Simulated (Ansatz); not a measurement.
Reaction: AlF3 (SMILES [Al]([F])([F])[F]) → AlF2 (SMILES [F][Al][F], doublet) + F (doublet) (the Al-F bond breaks)
Each species at its own B3LYP-D3(BJ)/def2-TZVP minimum (Ansatz, an electronic-structure program).

Quantity: bond dissociation energy (electronic), in kcal/mol. UHF or UKS for unpaired electrons; spin-orbit terms are left out. CBS(X,Y): correlation extrapolated as X^-3, Hartree-Fock from the larger set (Q,5: extrapolated as (X+1)exp(-9√X)). A bracket is a step between two methods taken in the basis named. The functionals are non-relativistic, so their misses hold any scalar relativity. Double hybrids freeze cores in their MP2 part. '+ core + X2C': CCSD(T) terms for core correlation (cc-pwCVTZ, 1s frozen past Ne) and scalar relativity (cc-pVTZ-DK).

CCSD(T)/CBS(cc-pV(Q+d)Z,cc-pV(5+d)Z) + [CCSDT(Q) - CCSD(T)]/cc-pV(D+d)Z + core + X2C (Ansatz) gives 158.3 kcal/mol.

Task: What does PBE/def2-TZVPD (Ansatz) give here, and how do the other levels compare?

Result: PBE gives 152.2 kcal/mol, 6.1 kcal/mol below it. Differences of the others: r2SCAN/def2-TZVPD (Ansatz) -6.3; B3LYP/def2-TZVPD (Ansatz) -7.4; PBE0/def2-TZVPD (Ansatz) -9.4; wB97M-V/def2-TZVPD (Ansatz) -2.5; B2PLYP/def2-TZVPD (Ansatz) -4.6; CCSD(T)/CBS(cc-pV(Q+d)Z,cc-pV(5+d)Z) + core + X2C (Ansatz) -0.1 kcal/mol. Nearer than PBE: wB97M-V/def2-TZVPD, B2PLYP/def2-TZVPD, CCSD(T)/CBS(cc-pV(Q+d)Z,cc-pV(5+d)Z) + core + X2C.
